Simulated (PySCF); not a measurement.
PySCF input (CCSD(T)/cc-pVDZ):

```python
from pyscf import gto, scf, mp, cc as ccmod

mol = gto.M(
    atom='''
    P     0.00032744    0.00049281    0.06308582
    H    -0.03026407    1.34802484   -0.32583010
    H     1.18225281   -0.65296472   -0.31649250
    H    -1.15690038   -0.70245221   -0.30396469
    ''',
    basis='cc-pvdz',
    charge=1,
    spin=1,
    verbose=4,
)

mf = scf.UHF(mol)
mf.conv_tol = 1e-10
mf.max_cycle = 100
mf.kernel()
mo, _, stable, _ = mf.stability(return_status=True)
if not stable:
    mf.kernel(mf.make_rdm1(mo, mf.mo_occ))
mp2 = mp.MP2(mf, frozen=5).run()
cc = ccmod.CCSD(mf, frozen=5)
cc.max_cycle = 100
cc.kernel()
et = cc.ccsd_t()
print(f'E(CCSD(T)) = {cc.e_tot + et:.9f}')
```

Output:

```
PySCF version 2.14.0

[INPUT] verbose = 4
[INPUT] num. atoms = 4
[INPUT] num. electrons = 17
[INPUT] charge = 1
[INPUT] spin (= nelec alpha-beta = 2S) = 1
[INPUT] symmetry False subgroup None
[INPUT] Mole.unit = angstrom
[INPUT] Symbol           X                Y                Z      unit          X                Y                Z       unit  Magmom
[INPUT]  1 P      0.000327440000   0.000492810000   0.063085820000 AA    0.000618771922   0.000931275931   0.119214922144 Bohr   0.0
[INPUT]  2 H     -0.030264070000   1.348024840000  -0.325830100000 AA   -0.057190803715   2.547397756711  -0.615729652140 Bohr   0.0
[INPUT]  3 H      1.182252810000  -0.652964720000  -0.316492500000 AA    2.234134020897  -1.233924489803  -0.598084145479 Bohr   0.0
[INPUT]  4 H     -1.156900380000  -0.702452210000  -0.303964690000 AA   -2.186224871605  -1.327442292495  -0.574410015638 Bohr   0.0

nuclear repulsion = 17.6530302937986
number of shells = 14
number of NR pGTOs = 62
number of NR cGTOs = 33
basis = cc-pvdz
ecp = {}

******** <class 'pyscf.scf.uhf.UHF'> ********
method = UHF
initial guess = minao
damping factor = 0
level_shift factor = 0
DIIS = <class 'pyscf.scf.diis.CDIIS'>
diis_start_cycle = 1
diis_space = 8
diis_damp = 0
SCF conv_tol = 1e-10
SCF conv_tol_grad = None
SCF max_cycles = 100
direct_scf = True
direct_scf_tol = 1e-13
number electrons alpha = 9  beta = 8
Set gradient conv threshold to 1e-05
init E= -342.212424246222
  alpha nocc = 9  HOMO = -0.22630944135352  LUMO = 0.0952398226642095
  beta  nocc = 8  HOMO = -0.504937835721292  LUMO = -0.22630944135352

WARN: HOMO -0.22630944135352 >= LUMO -0.22630944135352

cycle= 1 E= -342.103508198232  delta_E= 0.109  |g|= 0.23  |ddm|= 0.999
  alpha nocc = 9  HOMO = -0.742561945968181  LUMO = -0.116928260554433
  beta  nocc = 8  HOMO = -0.885111441186079  LUMO = -0.323169431032593
  HOMO = -0.742561945968  LUMO = -0.323169431033  gap/eV = 11.41225
cycle= 2 E= -342.15187276593  delta_E= -0.0484  |g|= 0.0537  |ddm|= 0.316
  alpha nocc = 9  HOMO = -0.70026070630229  LUMO = -0.079416305168686
  beta  nocc = 8  HOMO = -0.838996709021461  LUMO = -0.257350926362045
  HOMO = -0.700260706302  LUMO = -0.257350926362  gap/eV = 12.05219
cycle= 3 E= -342.154602731824  delta_E= -0.00273  |g|= 0.0179  |ddm|= 0.0575
  alpha nocc = 9  HOMO = -0.708082823057634  LUMO = -0.0774361647684665
  beta  nocc = 8  HOMO = -0.841195336882688  LUMO = -0.255234292803117
  HOMO = -0.708082823058  LUMO = -0.255234292803  gap/eV = 12.32264
cycle= 4 E= -342.155089592916  delta_E= -0.000487  |g|= 0.00592  |ddm|= 0.0262
  alpha nocc = 9  HOMO = -0.71056156212196  LUMO = -0.0782310697229183
  beta  nocc = 8  HOMO = -0.842709730200887  LUMO = -0.254809332804984
  HOMO = -0.710561562122  LUMO = -0.254809332805  gap/eV = 12.40165
cycle= 5 E= -342.155161168228  delta_E= -7.16e-05  |g|= 0.00209  |ddm|= 0.0122
  alpha nocc = 9  HOMO = -0.710882612970087  LUMO = -0.0784029451151862
  beta  nocc = 8  HOMO = -0.842799421265361  LUMO = -0.254494992563226
  HOMO = -0.71088261297  LUMO = -0.254494992563  gap/eV = 12.41894
cycle= 6 E= -342.155171703856  delta_E= -1.05e-05  |g|= 0.000664  |ddm|= 0.0052
  alpha nocc = 9  HOMO = -0.710804303443317  LUMO = -0.0784829283399735
  beta  nocc = 8  HOMO = -0.842855942349783  LUMO = -0.254416692770125
  HOMO = -0.710804303443  LUMO = -0.25441669277  gap/eV = 12.41894
cycle= 7 E= -342.155172850328  delta_E= -1.15e-06  |g|= 0.000209  |ddm|= 0.00181
  alpha nocc = 9  HOMO = -0.71079807528935  LUMO = -0.078477108821978
  beta  nocc = 8  HOMO = -0.842889517123007  LUMO = -0.254425825660734
  HOMO = -0.710798075289  LUMO = -0.254425825661  gap/eV = 12.41852
cycle= 8 E= -342.155172966603  delta_E= -1.16e-07  |g|= 8.6e-05  |ddm|= 0.000633
  alpha nocc = 9  HOMO = -0.710797966271158  LUMO = -0.0784772006968719
  beta  nocc = 8  HOMO = -0.842911626572256  LUMO = -0.254418423789385
  HOMO = -0.710797966271  LUMO = -0.254418423789  gap/eV = 12.41872
cycle= 9 E= -342.155172987197  delta_E= -2.06e-08  |g|= 1.93e-05  |ddm|= 0.000318
  alpha nocc = 9  HOMO = -0.71080181648881  LUMO = -0.0784749110336
  beta  nocc = 8  HOMO = -0.84291176023467  LUMO = -0.254419753121932
  HOMO = -0.710801816489  LUMO = -0.254419753122  gap/eV = 12.41879
cycle= 10 E= -342.155172987962  delta_E= -7.65e-10  |g|= 3.73e-06  |ddm|= 5.13e-05
  alpha nocc = 9  HOMO = -0.710801830811242  LUMO = -0.0784752172193546
  beta  nocc = 8  HOMO = -0.842911730756621  LUMO = -0.254419676213274
  HOMO = -0.710801830811  LUMO = -0.254419676213  gap/eV = 12.41879
cycle= 11 E= -342.155172987984  delta_E= -2.22e-11  |g|= 7.62e-07  |ddm|= 6.45e-06
  alpha nocc = 9  HOMO = -0.71080192599691  LUMO = -0.0784752742748012
  beta  nocc = 8  HOMO = -0.842911763210895  LUMO = -0.254419781688224
  HOMO = -0.710801925997  LUMO = -0.254419781688  gap/eV = 12.41879
Extra cycle  E= -342.155172987985  delta_E= -1.31e-12  |g|= 3.4e-07  |ddm|= 9.72e-07
converged SCF energy = -342.155172987985  <S^2> = 0.75669809  2S+1 = 2.0066869
uhf_internal: lowest eigs of H = [0.46007722 0.46007986 0.53041756]
<class 'pyscf.scf.uhf.UHF'> wavefunction is stable in the internal stability analysis

******** <class 'pyscf.mp.ump2.UMP2'> ********
nocc = (np.int64(4), np.int64(3)), nmo = (28, 28)
frozen orbitals 5
E(UMP2) = -342.259319041496  E_corr = -0.10414605351068
E(SCS-UMP2) = -342.2663049614  E_corr = -0.111131973414668
E_corr(same-spin) = -0.0159730278440172
E_corr(oppo-spin) = -0.0881730256666632

******** <class 'pyscf.cc.uccsd.UCCSD'> ********
CC2 = 0
CCSD nocc = (np.int64(4), np.int64(3)), nmo = (28, 28)
frozen orbitals 5
max_cycle = 100
direct = 0
conv_tol = 1e-07
conv_tol_normt = 1e-06
diis_space = 6
diis_start_cycle = 0
diis_start_energy_diff = 1e+09
Init t2, MP2 energy = -0.10414605336746
Init E_corr(UCCSD) = -0.104146053367565
cycle = 1  E_corr(UCCSD) = -0.12349447827174  dE = -0.0193484249  norm(t1,t2) = 0.049671
cycle = 2  E_corr(UCCSD) = -0.128251681039867  dE = -0.00475720277  norm(t1,t2) = 0.0179744
cycle = 3  E_corr(UCCSD) = -0.130714639896954  dE = -0.00246295886  norm(t1,t2) = 0.00811337
cycle = 4  E_corr(UCCSD) = -0.130631343906551  dE = 8.32959904e-05  norm(t1,t2) = 0.00193771
cycle = 5  E_corr(UCCSD) = -0.130638313050639  dE = -6.96914409e-06  norm(t1,t2) = 0.000634143
cycle = 6  E_corr(UCCSD) = -0.130645167646002  dE = -6.85459536e-06  norm(t1,t2) = 0.00018904
cycle = 7  E_corr(UCCSD) = -0.13064484925685  dE = 3.18389152e-07  norm(t1,t2) = 6.38459e-05
cycle = 8  E_corr(UCCSD) = -0.130645267495947  dE = -4.18239097e-07  norm(t1,t2) = 1.65817e-05
cycle = 9  E_corr(UCCSD) = -0.13064532781687  dE = -6.03209231e-08  norm(t1,t2) = 5.78557e-06
cycle = 10  E_corr(UCCSD) = -0.130645269482349  dE = 5.83345204e-08  norm(t1,t2) = 1.29688e-06
cycle = 11  E_corr(UCCSD) = -0.130645276994933  dE = -7.512584e-09  norm(t1,t2) = 3.63639e-07
UCCSD converged
E(UCCSD) = -342.2858182649801  E_corr = -0.1306452769949334
UCCSD(T) correction = -0.00258578818458039
E(CCSD(T)) = -342.288404053
```
